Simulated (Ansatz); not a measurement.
System: C4H5, net charge -1, singlet state. It need not be the lowest isomer of its formula. Whether it binds its extra electron was not tested at this geometry. 
Coordinates optimised at B3LYP-D3(BJ)/def2-TZVP (Ansatz, a program for electronic structure):
SMILES: [CH-]1[C@H]2[C@@H]1C2
```xyz
9

C      0.0023     1.2032     0.4449
C     -0.0032    -1.1066     0.3211
C      0.7543     0.0506    -0.2564
C     -0.7532     0.0543    -0.2588
H      0.0055     2.0751    -0.2495
H     -0.0052    -1.2129     1.4133
H     -0.0047    -2.0435    -0.2387
H      1.2672    -0.0171    -1.2129
H     -1.2634    -0.0108    -1.2168
```
Charge -1, spin multiplicity 1.

Basis-set convergence of Hartree-Fock and CCSD(T) correlation energies (hartree) with Ansatz. Correlated levels leave the core frozen unless marked. Spin-orbit coupling is left out. No relativistic terms. This anion needs diffuse functions, which these sets lack.

```json
[
 {"basis": "cc-pVDZ", "functions": "-", "E(HF)": "-154.18519", "E(corr, CCSD(T))": "-0.61848", "rough core time": "under 20 s"},
 {"basis": "cc-pVTZ", "functions": "190", "E(HF)": "…", "E(corr, CCSD(T))": "…", "rough core time": "40 s"}
]
```

### Question
Complete the blanks.

### Answer

- cc-pVTZ, E(HF): -154.23021
- cc-pVTZ, E(corr, CCSD(T)): -0.74259
